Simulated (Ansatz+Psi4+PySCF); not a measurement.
# doublet C₂H₂O(+): levels of theory in one basis

```xyz
5

C     0.0000    0.0000   -1.2193
C     0.0000    0.0000    0.0989
H     0.0000    0.9388   -1.7532
H     0.0000   -0.9388   -1.7532
O     0.0000    0.0000    1.2786
```

Basis set: cc-pVTZ (spherical functions). Left uncorrelated: 3 orbitals. Correlation on ROHF uses semicanonical orbitals with singles. Charge 1, multiplicity 2.

Computed with Ansatz (development build ahead of 0.2.0) and Psi4 1.11; each method stands on the lowest determinant of its kind that the runs found.

```
      method  E − E(ROHF) (eV)  <S²> of the determinant
        ROHF              0.00                     0.75
         UHF             -0.29                     0.86
     UHF-MP2            -13.66                     0.86
   ROHF-CCSD            -14.19                        –
    UHF-CCSD            -14.21                     0.86
ROHF-CCSD(T)            -14.89                        –
 UHF-CCSD(T)            -14.87                     0.86
```

(1) What does ROHF-MP2 give on the same scale?

Results:

(1) -14.00 eV.

Caution for UHF, UHF-MP2, UHF-CCSD, UHF-CCSD(T): the unrestricted determinant is spin contaminated.
